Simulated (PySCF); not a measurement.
# C₄H₄O: a look at the electrons

Aim: take C₄H₄O and see where an electron leaves and enters, measure its response to a uniform field and compute its lowest excited states.

Computed with PySCF 2.14.0. Level: levels as typed in each script, gas phase, geometry from GFN2-xTB.

## Step 1: The system as given

SMILES `c1ccoc1`, 9 atoms, charge 0, spin multiplicity 1.

Bond lengths: C1–C2 1.417 Å, C1–C5 1.360 Å, C1–H6 1.071 Å, C2–C3 1.360 Å, C2–H7 1.071 Å, C3–O4 1.343 Å, C3–H8 1.072 Å, O4–C5 1.342 Å, C5–H9 1.072 Å. Angles: C2–C1–C5 105.8°, C2–C1–H6 127.1°, C5–C1–H6 127.1°, C1–C2–C3 105.8°, C1–C2–H7 127.1°, C3–C2–H7 127.1°, C2–C3–O4 110.6°, C2–C3–H8 132.0°, O4–C3–H8 117.3°, C3–O4–C5 107.0°, C1–C5–O4 110.7°, C1–C5–H9 132.0°, O4–C5–H9 117.3°.

As a file:

| atom | x (Å) | y (Å) | z (Å) |
| --- | --- | --- | --- |
| C1 | -0.70089 | -0.96110 | 0.00000 |
| C2 | 0.71604 | -0.95015 | 0.00000 |
| C3 | 1.07675 | 0.36078 | 0.00000 |
| O4 | -0.00957 | 1.15091 | 0.00000 |
| C5 | -1.08181 | 0.34411 | 0.00000 |
| H6 | -1.33931 | -1.82044 | 0.00000 |
| H7 | 1.36765 | -1.79953 | 0.00000 |
| H8 | 2.03501 | 0.84119 | 0.00000 |
| H9 | -2.04737 | 0.80966 | 0.00000 |

## Step 2: Removing and adding an electron (TPSS/def2-svp)

input.py reads:

```python
import numpy as np
from pyscf import gto, scf, dft
from pyscf.scf import atom_ks, atom_hf
from scipy.linalg import block_diag

def solve(mol, dm0=None, hcore=None):
    mf = (dft.UKS if mol.spin else dft.RKS)(mol, xc='tpss')
    mf.grids.level = 3
    mf = mf.density_fit(auxbasis='def2-universal-jkfit')
    mf.conv_tol, mf.max_cycle = 1e-8, 80
    if hcore is not None:
        mf.get_hcore = lambda *args: hcore
    mf.kernel(dm0)
    if not mf.converged:
        mf = mf.newton().run(mf.mo_coeff, mf.mo_occ, max_cycle=30)
    assert mf.converged, 'SCF not converged'
    return mf

mol = gto.M(atom='''
C     -0.70089    -0.96110     0.00000
C      0.71604    -0.95015     0.00000
C      1.07675     0.36078     0.00000
O     -0.00957     1.15091     0.00000
C     -1.08181     0.34411     0.00000
H     -1.33931    -1.82044     0.00000
H      1.36765    -1.79953     0.00000
H      2.03501     0.84119     0.00000
H     -2.04737     0.80966     0.00000
''', basis='def2-svp', charge=0, spin=0, verbose=4)
mf = solve(mol)
out = dict(e0=mf.e_tot, dm0=mf.make_rdm1(), c=mf.mo_coeff, occ=mf.mo_occ, eps=mf.mo_energy)
for name, dq, spin in [('cation', 1, 1), ('anion', -1, 1)]:
    ion = mol.copy().set(charge=mol.charge + dq, spin=spin).build()
    mi = solve(ion)
    if spin and dq > 0 and mol.nao < 130:
        c, _, stable, _ = mi.stability(return_status=True)
        if not stable:
            mi = solve(ion, mi.make_rdm1(c, mi.mo_occ))
    print(name, 'vertical energy change / eV', (mi.e_tot - mf.e_tot) * 27.211386)
    out.update({'e_' + name: mi.e_tot, 'dm_' + name: mi.make_rdm1(), 's2_' + name: mi.spin_square()[0], 'eps_' + name: mi.mo_energy, 'occ_' + name: mi.mo_occ})
# spherically averaged free atoms, for the promolecule
atm = atom_ks.get_atm_nrks(mol, xc='tpss')
pro = block_diag(*[(atm[a[0]][2] * atm[a[0]][3]) @ atm[a[0]][2].T for a in mol._atom])
np.savez('result.npz', pro=pro, **out)
```

Launch:

```
$ OMP_NUM_THREADS=1 python input.py
```

## Step 4: Response to an electric field (B3LYP/aug-cc-pvdz)

input.py reads:

```python
import numpy as np
from pyscf import gto, scf, dft
from pyscf.scf import atom_ks, atom_hf
from scipy.linalg import block_diag

def solve(mol, dm0=None, hcore=None):
    mf = (dft.UKS if mol.spin else dft.RKS)(mol, xc='b3lyp')
    mf.grids.level = 3
    mf = mf.density_fit(auxbasis='def2-universal-jkfit')
    mf.conv_tol, mf.max_cycle = 1e-8, 80
    if hcore is not None:
        mf.get_hcore = lambda *args: hcore
    mf.kernel(dm0)
    if not mf.converged:
        mf = mf.newton().run(mf.mo_coeff, mf.mo_occ, max_cycle=30)
    assert mf.converged, 'SCF not converged'
    return mf

mol = gto.M(atom='''
C     -0.70089    -0.96110     0.00000
C      0.71604    -0.95015     0.00000
C      1.07675     0.36078     0.00000
O     -0.00957     1.15091     0.00000
C     -1.08181     0.34411     0.00000
H     -1.33931    -1.82044     0.00000
H      1.36765    -1.79953     0.00000
H      2.03501     0.84119     0.00000
H     -2.04737     0.80966     0.00000
''', basis='aug-cc-pvdz', charge=0, spin=0, verbose=4)
field = np.array([0.002, 0.0, 0.0])  # atomic units
mol.set_common_orig(mol.atom_charges() @ mol.atom_coords() / mol.atom_charges().sum())
mf = solve(mol)
out = dict(dm0=mf.make_rdm1(), d0=mf.dip_moment(unit='AU'), e0=mf.e_tot)
for name, sign in (('p', 1), ('m', -1)):
    h = mf.get_hcore() + sign * np.einsum('x,xij->ij', field, mol.intor('int1e_r'))
    mi = solve(mol, mf.make_rdm1(), h)
    out.update({'dm' + name: mi.make_rdm1(), 'd' + name: mi.dip_moment(unit='AU'), 'e' + name: mi.e_tot})
# spherically averaged free atoms, for the promolecule
atm = atom_ks.get_atm_nrks(mol, xc='b3lyp')
pro = block_diag(*[(atm[a[0]][2] * atm[a[0]][3]) @ atm[a[0]][2].T for a in mol._atom])
np.savez('result.npz', pro=pro, **out)
```

## Step 6: Excited states (wB97X/6-31+g*)

input.py reads:

```python
import numpy as np
from pyscf import gto, scf, dft, tdscf
from pyscf.scf import atom_ks, atom_hf
from scipy.linalg import block_diag

def solve(mol, dm0=None, hcore=None):
    mf = (dft.UKS if mol.spin else dft.RKS)(mol, xc='wb97x')
    mf.grids.level = 3
    mf = mf.density_fit(auxbasis='def2-universal-jkfit')
    mf.conv_tol, mf.max_cycle = 1e-8, 80
    if hcore is not None:
        mf.get_hcore = lambda *args: hcore
    mf.kernel(dm0)
    if not mf.converged:
        mf = mf.newton().run(mf.mo_coeff, mf.mo_occ, max_cycle=30)
    assert mf.converged, 'SCF not converged'
    return mf

mol = gto.M(atom='''
C     -0.70089    -0.96110     0.00000
C      0.71604    -0.95015     0.00000
C      1.07675     0.36078     0.00000
O     -0.00957     1.15091     0.00000
C     -1.08181     0.34411     0.00000
H     -1.33931    -1.82044     0.00000
H      1.36765    -1.79953     0.00000
H      2.03501     0.84119     0.00000
H     -2.04737     0.80966     0.00000
''', basis='6-31+g*', charge=0, spin=0, verbose=4)
mf = solve(mol)
td = mf.TDA()
td.nstates, td.singlet, td.conv_tol = 4, True, 1e-5
td.kernel()
td.analyze()
x, y = np.array([p[0] for p in td.xy]), np.array([p[1] + 0 * p[0] for p in td.xy])
f, mu = td.oscillator_strength(), td.transition_dipole()
nto = [td.get_nto(state=i + 1, verbose=4) for i in range(len(td.e))]
# spherically averaged free atoms, for the promolecule
atm = atom_ks.get_atm_nrks(mol, xc='wb97x')
pro = block_diag(*[(atm[a[0]][2] * atm[a[0]][3]) @ atm[a[0]][2].T for a in mol._atom])
np.savez('result.npz', e=td.e, f=f, ok=td.converged, w=[n[0] for n in nto], nto=[n[1] for n in nto], x=x, y=y, c=mf.mo_coeff, occ=mf.mo_occ, eps=mf.mo_energy, pro=pro, mu=mu)
```

(Steps that only read results are left out.)

**Question.** What will these runs give? Wanted: vertical ionisation energy; vertical electron affinity; polarisability along the field; lowest singlet excitation.

The runs gave:

| quantity | value |
| --- | --- |
| vertical ionisation energy (TPSS/def2-svp) | 8.78 eV |
| vertical electron affinity (TPSS/def2-svp) | -2.86 eV |
| polarisability along the field (B3LYP/aug-cc-pvdz) | 57.9 bohr³ |
| lowest singlet excitation (wB97X/6-31+g*) | 6.64 eV |

What this shows: The ionisation energy from two SCF runs, 8.78 eV, lies 3.3 eV above −ε(HOMO) = 5.50 eV of the same level, TPSS/def2-svp, since self-interaction lifts this functional's HOMO. The geometry was not optimised at these levels.
